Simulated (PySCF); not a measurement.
## C₂⁺ at UHF-SCS-MP2

Level: UHF-SCS-MP2. basis C def2-TZVPPD; no relativity; PySCF 2.14.

- state: ⁴Σg⁻ (quartet), unpaired electrons σ ↑, π ↑↑
- bond length: 1.387 Å
- harmonic wavenumber: 1491 cm⁻¹
- force constant: 7.86 mdyn/Å
- rotational constant Be: 1.461 cm⁻¹
- anharmonicity ωexe: 9.37 cm⁻¹
- vibration–rotation constant αe: 0.0137 cm⁻¹
- well depth De to C⁺ + C: 120.7 kcal/mol
- dissociation energy D0: 118.5 kcal/mol

Correlated steps freeze 2 core orbitals. The state was picked by a PBE0 search and need not be the measured ground state.
